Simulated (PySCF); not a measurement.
C4H7S (charge -1).
Geometry (PBE0-D3(BJ)/def2-SVP, Å), atoms numbered from 1 in this order:
```xyz
12
C4H7S angstrom
C     -2.0503   -0.2071   -0.4252
C     -0.8518    0.0567    0.4903
C      0.2850   -0.9014    0.3093
C      1.5228   -0.5433   -0.1391
S      2.9226   -1.4943   -0.4137
H     -2.8860    0.4954   -0.2449
H     -1.7511   -0.1285   -1.4830
H     -2.4372   -1.2298   -0.2771
H     -1.2263    0.0588    1.5385
H     -0.4820    1.0831    0.3083
H      0.0991   -1.9593    0.5431
H      1.6172    0.5441   -0.3493
```

Method used: PySCF, PBE0-D3(BJ)/def2-SVP geometry optimisation, gas phase.

Take the most abundant isotopes and a rigid rotor. The values belong to one conformer with, in the numbering `[CH3:1][CH2:2]/[CH:3]=[CH:4]/[S-:5]`, C1–C2–C3–C4 116°.

Task: Give the principal moments of inertia and the rotational constants in MHz.

Result: Ia = 27.27, Ib = 359.82, Ic = 365.77 u·Å²; 505379 MHz·u·Å²/I gives A = 18533, B = 1405, C = 1382 MHz.

Task: What kind of rotor is it?

Result: A near-prolate asymmetric top. Ray's parameter κ = (2B − A − C)/(A − C) = -0.997; −1 is the prolate and +1 the oblate limit.

Task: Is it planar, by Δ = Ic − Ia − Ib?

Result: Not planar: Δ = Ic − Ia − Ib = -21.32 u·Å². For a rigid frame Δ = −2 Σ m c², so Σ m c² = 10.66 u·Å² lies off the ab plane: 6.65 from hydrogen and 4.01 from heavier atoms. The atom farthest from that plane is 1.41 Å away.

Task: Give the other two planar moments, Paa and Pbb, and the rms extents of the mass along the axes.

Result: Paa = Σ m a² = (Ib + Ic − Ia)/2 = 349.16 and Pbb = Σ m b² = (Ia + Ic − Ib)/2 = 16.61 u·Å². With the mass M = 87.03 u, the rms extents √(P/M) along a, b and c are 2.00, 0.44, 0.35 Å.

Task: Which types of transition are allowed, and where do some lines up to J = 3 fall?

Result: The dipole components (about the centre of mass, as the species is charged) are |μa| = 5.70 D, |μb| = 0.42 D, |μc| = 0.38 D. The squared components, which scale the intensities, stand as 1.00 : 0.01 : 0.00 (a : b : c). Some lines, for components of 0.1 D or more:

| type | branch | J(Ka,Kc) | MHz | lower level (cm⁻¹) |
| --- | --- | --- | --- | --- |
| a | R | 1(0,1) ← 0(0,0) | 2786 | 0.000 |
| a | R | 2(1,2) ← 1(1,1) | 5550 | 0.664 |
| a | R | 2(0,2) ← 1(0,1) | 5572 | 0.093 |
| a | R | 2(1,1) ← 1(1,0) | 5595 | 0.665 |
| a | R | 3(2,1) ← 2(2,0) | 8359 | 2.566 |
| b | Q | 1(1,0) ← 1(0,1) | 17152 | 0.093 |
| b | Q | 2(1,1) ← 2(0,2) | 17174 | 0.279 |
| c | R | 2(1,1) ← 1(0,1) | 22747 | 0.093 |
| b | R | 3(1,3) ← 2(0,2) | 25430 | 0.279 |
| c | R | 3(1,2) ← 2(0,2) | 25567 | 0.279 |
| c | Q | 3(2,2) ← 3(1,2) | 51352 | 1.132 |
| b | R | 2(2,1) ← 1(1,0) | 56981 | 0.665 |
| c | R | 2(2,1) ← 1(1,1) | 57004 | 0.664 |
| b | R | 2(2,0) ← 1(1,1) | 57004 | 0.664 |
| b | R | 3(2,1) ← 2(1,2) | 59813 | 0.849 |
| b | Q | 3(3,0) ← 3(2,1) | 85700 | 2.845 |
| b | Q | 3(3,1) ← 3(2,2) | 85701 | 2.845 |
| c | R | 3(3,1) ← 2(2,1) | 94059 | 2.566 |

Task: Estimate the classical rotational partition function at 50 K, 298.15 K and 500 K.

Result: Point group C1, symmetry number σ = 1; q = (√π/σ)·√((kT/h)³/(ABC)), k/h = 20836.6 MHz/K: 9940 at 50 K, 145000 at 298.15 K, 314000 at 500 K.

PBE0-D3(BJ)/def2-SVP frequencies: not computed here. The geometry's basis has no diffuse functions, a weakness for an anion. Constants of a rigid frame at the computed geometry: no zero-point averaging, no centrifugal distortion. A rigid rotor knows nothing of internal rotation, which can split or shift real lines.
